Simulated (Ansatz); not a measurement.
Reaction: CH2ClF (chloro(fluoro)methane, SMILES FCCl) → F (doublet) + CH2Cl (SMILES [CH2]Cl, doublet) (the C-F bond breaks)
Each species at its own B3LYP-D3(BJ)/def2-TZVP minimum (Ansatz, an electronic-structure program).

Total energies in hartree (Ansatz). UHF or UKS for unpaired electrons; spin-orbit terms are left out. Correlated methods leave the cores frozen. No relativity.

```tsv
species	HF/cc-pV(T+d)Z	CCSD(T)/cc-pV(T+d)Z	HF/cc-pV(Q+d)Z	CCSD(T)/cc-pV(Q+d)Z	CCSD(T)/cc-pV(D+d)Z	CCSDT(Q)/cc-pV(D+d)Z
1: CH2ClF (SMILES C(F)Cl)	-598.03366	-598.69579	-598.04853	-598.76413	-598.47396	-598.47559
2: F (doublet)	-99.40552	-99.62036	-99.41377	-99.65026	-99.52757	-99.52776
3: CH2Cl (SMILES [CH2]Cl, doublet)	-498.51663	-498.90011	-498.52303	-498.93482	-498.78429	-498.78553
```

Question: Work out the bond dissociation energy (electronic) in kcal/mol: take Hartree-Fock from cc-pV(Q+d)Z, extrapolate the CCSD(T) correlation energy as X^-3 (X = 3, 4), and add CCSDT(Q) - CCSD(T) in cc-pV(D+d)Z. 1 hartree = 627.51 kcal/mol.

Answer: 
Species 1: correlation (64·(-0.71560) - 27·(-0.66213))/37 = -0.75462; step -0.00163; E1 = -598.04853 + (-0.75462) + (-0.00163) = -598.80478
Species 2: correlation (64·(-0.23649) - 27·(-0.21484))/37 = -0.25229; step -0.00019; E2 = -99.41377 + (-0.25229) + (-0.00019) = -99.66625
Species 3: correlation (64·(-0.41179) - 27·(-0.38348))/37 = -0.43245; step -0.00124; E3 = -498.52303 + (-0.43245) + (-0.00124) = -498.95672
-1·E1 +1·E2 +1·E3 = 0.18181 hartree = 114.1 kcal/mol.
